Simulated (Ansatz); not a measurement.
The input, for Ansatz 0.2.0:

```yaml
crystal:
  periodic: [false, false, false]
  atoms:
    - {symbol: Ge, position_ang: [-0.108127, 0.000000, 2.522684]}
    - {symbol: Ge, position_ang: [0.108127, 0.000000, -2.522684]}
    - {symbol: H, position_ang: [0.415992, -1.257455, 3.239457]}
    - {symbol: H, position_ang: [0.415992, 1.257455, 3.239457]}
    - {symbol: H, position_ang: [-0.415992, -1.257455, -3.239457]}
    - {symbol: H, position_ang: [-0.415992, 1.257455, -3.239457]}
basis:
  gaussian: {orbitals: STO-3G}
magnetization: {spin_polarized: false}
correlation: {method: sc_nevpt2, electrons: all}
```

```sh
$ ansatz run in.yaml --threads 1 --pin off --events-out ev --progress --plain --max-ram 2393MiB
```

Question: One thing in this input was set wrong on purpose, beside settings that are merely unusual. What is the gravest fault, and what does the program do?

Answer: Method needs an active space. How the run ends: refused.
```
Error: this correlation method needs an active space: name one as the reference
```
